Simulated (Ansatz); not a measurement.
C₃H₆F₂O (`COC(C)(F)F`), charge 0, multiplicity 1.

(1) Give a relaxed structure at PBE0-D4/def2-TZVP (the Gaussian-basis code of Ansatz). (An estimate is asked.)

Results:

(1) Computed: 
Z-matrix (Å, degrees):
```
C
O 1 1.415
H 1 1.095 2 111.6
H 1 1.093 2 111.3 3 -123.0
H 1 1.088 2 106.0 3 118.4
C 2 1.361 1 116.3 3 70.5
F 6 1.369 2 109.6 1 64.4
C 6 1.506 2 116.5 1 -59.8
F 6 1.347 2 105.2 1 178.2
H 8 1.089 6 108.8 2 -174.8
H 8 1.089 6 110.7 2 65.7
H 8 1.090 6 109.4 2 -55.2
```
This is one stationary point; other conformers may exist.
